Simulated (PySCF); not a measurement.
C4H5, charge +2, doublet, at a GFN2-xTB geometry of the parent state (a state made from the parent by changing its charge; the spin is typed, not shown lowest); PySCF with PBE0/def2-SV(P).

PySCF was given this input:
```python
from pyscf import gto, scf, dft

mol = gto.Mole()
mol.atom = '''
    C    -0.004161    0.006410    0.418625
    C    -0.002093   -0.803829   -0.823336
    C     0.018426    0.691366   -0.931558
    C    -0.016515    0.039816    1.679741
    H    -0.913340   -1.326673   -1.078227
    H     0.900249   -1.350230   -1.059838
    H     0.937302    1.183945   -1.212994
    H    -0.881453    1.207569   -1.231435
    H    -0.016700    0.682813    2.521659
'''
mol.basis = 'def2-sv(p)'
mol.charge = 2
mol.spin = 1
mol.verbose = 4
mol.build()

mf = dft.UKS(mol)
mf.xc = 'pbe0'
mf.kernel()
mf.analyze()
```

Output, abridged:

```
PySCF version 2.14.0

[INPUT] verbose = 4
[INPUT] num. atoms = 9
[INPUT] num. electrons = 27
[INPUT] charge = 2
[INPUT] spin (= nelec alpha-beta = 2S) = 1
[INPUT] symmetry False subgroup None
[INPUT] Mole.unit = angstrom
[INPUT] Symbol           X                Y                Z      unit          X                Y                Z       unit  Magmom
[INPUT]  1 C     -0.004161000000   0.006410000000   0.418625000000 AA   -0.007863150404   0.012113144458   0.791086598896 Bohr   0.0
[INPUT]  2 C     -0.002093000000  -0.803829000000  -0.823336000000 AA   -0.003955196779  -1.519016660983  -1.555879548495 Bohr   0.0
[INPUT]  3 C      0.018426000000   0.691366000000  -0.931558000000 AA    0.034820093571   1.306492391836  -1.760389489148 Bohr   0.0
[INPUT]  4 C     -0.016515000000   0.039816000000   1.679741000000 AA   -0.031208826947   0.075241335376   3.174250450203 Bohr   0.0
[INPUT]  5 H     -0.913340000000  -1.326673000000  -1.078227000000 AA   -1.725962458610  -2.507048626855  -2.037553730111 Bohr   0.0
[INPUT]  6 H      0.900249000000  -1.350230000000  -1.059838000000 AA    1.701224053914  -2.551564905171  -2.002803556407 Bohr   0.0
[INPUT]  7 H      0.937302000000   1.183945000000  -1.212994000000 AA    1.771244076007   2.237331796548  -2.292226450741 Bohr   0.0
[INPUT]  8 H     -0.881453000000   1.207569000000  -1.231435000000 AA   -1.665704761676   2.281974686515  -2.327074890204 Bohr   0.0
[INPUT]  9 H     -0.016700000000   0.682813000000   2.521659000000 AA   -0.031558426280   1.290329564293   4.765244889545 Bohr   0.0

nuclear repulsion = 102.7323616115
number of shells = 34
number of NR pGTOs = 116
number of NR cGTOs = 66
basis = def2-sv(p)
ecp = {}

******** <class 'pyscf.dft.uks.UKS'> ********
method = UKS
initial guess = minao
damping factor = 0
level_shift factor = 0
DIIS = <class 'pyscf.scf.diis.CDIIS'>
diis_start_cycle = 1
diis_space = 8
diis_damp = 0
SCF conv_tol = 1e-09
SCF conv_tol_grad = None
SCF max_cycles = 50
direct_scf = True
direct_scf_tol = 1e-13
number electrons alpha = 14  beta = 13
XC library pyscf.dft.libxc version 7.1.2
    S. Lehtola, C. Steigemann, M. J. T. Oliveira, and M. A. L. Marques,  SoftwareX 7, 1–5 (2018)
XC functionals = pbe0
    C. Adamo and V. Barone,  J. Chem. Phys. 110, 6158 (1999)
    M. Ernzerhof and G. E. Scuseria,  J. Chem. Phys. 110, 5029 (1999)
radial grids:
    Treutler-Ahlrichs [JCP 102, 346 (1995); DOI:10.1063/1.469408] (M4) radial grids

becke partition: Becke, JCP 88, 2547 (1988); DOI:10.1063/1.454033
pruning grids: <function nwchem_prune>
grids dens level: 3
symmetrized grids: False
atomic radii adjust function: <function treutler_atomic_radii_adjust>
small_rho_cutoff = 0
Set gradient conv threshold to 3.16228e-05
tot grids = 105512
init E= -155.511539002746

cycle= 1 E= -153.916928797411  delta_E= 1.59  |g|= 0.371  |ddm|= 2.13
cycle= 2 E= -153.353878064145  delta_E= 0.563  |g|= 0.961  |ddm|= 1.42
cycle= 3 E= -153.989451492543  delta_E= -0.636  |g|= 0.227  |ddm|= 1.14
cycle= 4 E= -154.018686389868  delta_E= -0.0292  |g|= 0.0727  |ddm|= 0.218
cycle= 5 E= -154.021243333677  delta_E= -0.00256  |g|= 0.0261  |ddm|= 0.103
cycle= 6 E= -154.021667413771  delta_E= -0.000424  |g|= 0.00922  |ddm|= 0.0344
cycle= 7 E= -154.021748685679  delta_E= -8.13e-05  |g|= 0.00436  |ddm|= 0.0141
cycle= 8 E= -154.021779328181  delta_E= -3.06e-05  |g|= 0.00257  |ddm|= 0.00838
cycle= 9 E= -154.021805693799  delta_E= -2.64e-05  |g|= 0.00126  |ddm|= 0.0098
cycle= 10 E= -154.021819906594  delta_E= -1.42e-05  |g|= 0.000524  |ddm|= 0.0104
cycle= 11 E= -154.021821937601  delta_E= -2.03e-06  |g|= 0.000176  |ddm|= 0.00436
cycle= 12 E= -154.021822092251  delta_E= -1.55e-07  |g|= 3.78e-05  |ddm|= 0.00129
cycle= 13 E= -154.021822097487  delta_E= -5.24e-09  |g|= 1.78e-05  |ddm|= 0.00019
cycle= 14 E= -154.021822098008  delta_E= -5.21e-10  |g|= 9.36e-06  |ddm|= 6.18e-05
Extra cycle  E= -154.021822097911  delta_E= 9.69e-11  |g|= 1.69e-05  |ddm|= 3.03e-05
converged SCF energy = -154.021822097911  <S^2> = 0.76198951  2S+1 = 2.0119538
**** SCF Summaries ****
Total Energy =                        -154.021822097910672
Nuclear Repulsion Energy =             102.732361611500224
One-electron Energy =                 -394.601862921632858
Two-electron Energy =                  137.847679212221976
Two-electron Coulomb Energy =          160.457533601872427
DFT Exchange-Correlation Energy =      -22.609854389650437
**** MO energy ****
                             alpha | beta                alpha | beta
MO #1   energy= -10.9067192383404  | -10.8932818302236  occ= 1 | 1
MO #2   energy= -10.8737232906219  | -10.868631457474   occ= 1 | 1
MO #3   energy= -10.7590628511373  | -10.7594480110571  occ= 1 | 1
MO #4   energy= -10.7495218450195  | -10.7494089779622  occ= 1 | 1
MO #5   energy= -1.44746299785271  | -1.43239520740967  occ= 1 | 1
MO #6   energy= -1.33898028455857  | -1.30686389969923  occ= 1 | 1
MO #7   energy= -1.1183523968651   | -1.11661086806215  occ= 1 | 1
MO #8   energy= -1.09301059267842  | -1.08054750077618  occ= 1 | 1
MO #9   energy= -1.01989663002892  | -1.01710165471849  occ= 1 | 1
MO #10  energy= -1.00829512256384  | -0.984493798011214 occ= 1 | 1
MO #11  energy= -0.910198872196609 | -0.898808814010518 occ= 1 | 1
MO #12  energy= -0.887014092821302 | -0.852964648215355 occ= 1 | 1
MO #13  energy= -0.860279671133537 | -0.847056633365842 occ= 1 | 1
MO #14  energy= -0.84806912540157  | -0.732218584859193 occ= 1 | 0
MO #15  energy= -0.666631169949062 | -0.64794193330324  occ= 0 | 0
MO #16  energy= -0.548693683743802 | -0.47962339707881  occ= 0 | 0
MO #17  energy= -0.346150462364269 | -0.34172626358174  occ= 0 | 0
MO #18  energy= -0.31034095567469  | -0.300974691585403 occ= 0 | 0
MO #19  energy= -0.281974185960173 | -0.277338621038102 occ= 0 | 0
MO #20  energy= -0.260782237622518 | -0.254149262013282 occ= 0 | 0
MO #21  energy= -0.256877549470154 | -0.252110170438528 occ= 0 | 0
MO #22  energy= -0.234313769913073 | -0.230874242786323 occ= 0 | 0

To work with the spin densities directly, `use mulliken_meta_spin()` only printing them here.

 ** Mulliken spin pop alpha/beta on meta-lowdin orthogonal AOs **
 ** Mulliken Spin Density (per AO)  **
spin_pop of  0 C 1s       -0.00000
spin_pop of  0 C 2s        0.00944
spin_pop of  0 C 3s       -0.00024
spin_pop of  0 C 2px       0.31029
spin_pop of  0 C 2py      -0.03355
spin_pop of  0 C 2pz      -0.00586
spin_pop of  0 C 3px       0.00147
spin_pop of  0 C 3py      -0.00008
spin_pop of  0 C 3pz      -0.00032
spin_pop of  0 C 3dxy     -0.00002
spin_pop of  0 C 3dyz      0.00005
spin_pop of  0 C 3dz^2    -0.00036
spin_pop of  0 C 3dxz      0.00139
spin_pop of  0 C 3dx2-y2   -0.00014
spin_pop of  1 C 1s       -0.00000
spin_pop of  1 C 2s       -0.00183
spin_pop of  1 C 3s        0.00007
spin_pop of  1 C 2px       0.03329
spin_pop of  1 C 2py      -0.00530
spin_pop of  1 C 2pz      -0.01516
spin_pop of  1 C 3px       0.00040
spin_pop of  1 C 3py       0.00011
spin_pop of  1 C 3pz      -0.00003
spin_pop of  1 C 3dxy      0.00011
spin_pop of  1 C 3dyz     -0.00004
spin_pop of  1 C 3dz^2    -0.00005
spin_pop of  1 C 3dxz      0.00005
spin_pop of  1 C 3dx2-y2    0.00006
spin_pop of  2 C 1s        0.00000
spin_pop of  2 C 2s       -0.00155
spin_pop of  2 C 3s        0.00004
spin_pop of  2 C 2px       0.01908
spin_pop of  2 C 2py      -0.00180
spin_pop of  2 C 2pz      -0.03428
spin_pop of  2 C 3px       0.00027
spin_pop of  2 C 3py       0.00006
spin_pop of  2 C 3pz      -0.00010
spin_pop of  2 C 3dxy      0.00002
spin_pop of  2 C 3dyz     -0.00002
spin_pop of  2 C 3dz^2    -0.00010
spin_pop of  2 C 3dxz      0.00004
spin_pop of  2 C 3dx2-y2    0.00004
spin_pop of  3 C 1s       -0.00001
spin_pop of  3 C 2s        0.03810
spin_pop of  3 C 3s       -0.00024
spin_pop of  3 C 2px       0.56830
spin_pop of  3 C 2py       0.06566
spin_pop of  3 C 2pz       0.01327
spin_pop of  3 C 3px       0.00416
spin_pop of  3 C 3py       0.00016
spin_pop of  3 C 3pz      -0.00007
spin_pop of  3 C 3dxy      0.00000
spin_pop of  3 C 3dyz     -0.00006
spin_pop of  3 C 3dz^2    -0.00065
spin_pop of  3 C 3dxz      0.00142
spin_pop of  3 C 3dx2-y2   -0.00028
spin_pop of  4 H 1s        0.01904
spin_pop of  4 H 2s        0.00061
spin_pop of  5 H 1s        0.01904
spin_pop of  5 H 2s        0.00061
spin_pop of  6 H 1s        0.01018
spin_pop of  6 H 2s        0.00034
spin_pop of  7 H 1s        0.01018
spin_pop of  7 H 2s        0.00034
spin_pop of  8 H 1s       -0.02484
spin_pop of  8 H 2s       -0.00070
 ** Mulliken Spin Density (per atom)  **
spin density of  0 C =      0.28206
spin density of  1 C =      0.01168
spin density of  2 C =     -0.01829
spin density of  3 C =      0.68977
spin density of  4 H =      0.01965
spin density of  5 H =      0.01965
spin density of  6 H =      0.01052
spin density of  7 H =      0.01052
spin density of  8 H =     -0.02555
 ** Mulliken pop alpha/beta on meta-lowdin orthogonal AOs **
 ** Mulliken pop       alpha | beta **
In total            14.00000 | 13.00000
 ** Mulliken atomic charges   ( Nelec_alpha | Nelec_beta ) **
charge of  0C =      0.28720  (     2.99743      2.71537 )
charge of  1C =     -0.05148  (     3.03158      3.01990 )
charge of  2C =     -0.00859  (     2.99515      3.01344 )
charge of  3C =      0.50444  (     3.09266      2.40289 )
charge of  4H =      0.24651  (     0.38657      0.36692 )
charge of  5H =      0.24651  (     0.38657      0.36692 )
charge of  6H =      0.23907  (     0.38573      0.37521 )
charge of  7H =      0.23907  (     0.38573      0.37521 )
charge of  8H =      0.29728  (     0.33859      0.36414 )

WARN: System has nonzero charge 2; the dipole moment is origin-dependent.
Location of origin: [0. 0. 0.]

Dipole moment(X, Y, Z, Debye): -0.02343,  0.46538,  2.90642
```
